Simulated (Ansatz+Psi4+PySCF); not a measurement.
The numbers below are computed, except where a source is named.
## Psi4 1.11 run

```
molecule {
0 2
C -0.107600 0.539500 0.977200
Cl 0.062900 -0.315600 -0.571600
H -1.130900 0.897000 1.072100
H 0.123100 -0.149000 1.787600
}

basis {
assign C cc-pVTZ
assign Cl cc-pV(T+d)Z
assign H cc-pVTZ
}
set reference rohf
set scf_type pk
energy('scf')
```

The input is written out from the run's settings.

Output:

```yaml
Converged: yes
Total_energy: -498.50352 hartree
Spin_squared_of_the_determinant: 0.750
```
